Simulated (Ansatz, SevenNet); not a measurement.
For 1T (CdI2-type) TiTe2, the machine-learned potential SevenNet-0 (trained on PBE and PBE+U data) gives:

| Quantity | Result |
|---|---|
| lattice constant a | 3.738 Å |
| c axis length | 7.266 Å |
| formation enthalpy | -0.748 eV/atom |

Problem. What does PBE0 (Ansatz, a first-principles code, PAW) give for the same quantities?

Solution. 
- lattice constant a: 3.785 Å (grows by 1.3 %)
- lattice parameter c: 7.037 Å (shrinks by 3.2 %)
- formation enthalpy: -0.841 eV/atom (moves by -0.093 eV/atom)

Changes are worked out from the printed values.

Unless a cell is named, each level is at its own relaxed cell (SevenNet-0 29.30, PBE0 29.11 Å³/atom).

Levels without +SOC leave out spin–orbit coupling, which shifts energies and cells of such heavy elements.

Caveats: the cell comes from a level without a dispersion term, which matters for the spacing of layers, chains or molecules (PBE0). Ansatz's density-functional and Hartree–Fock values are scalar-relativistic unless marked +SOC, with PAW data made under PBE.
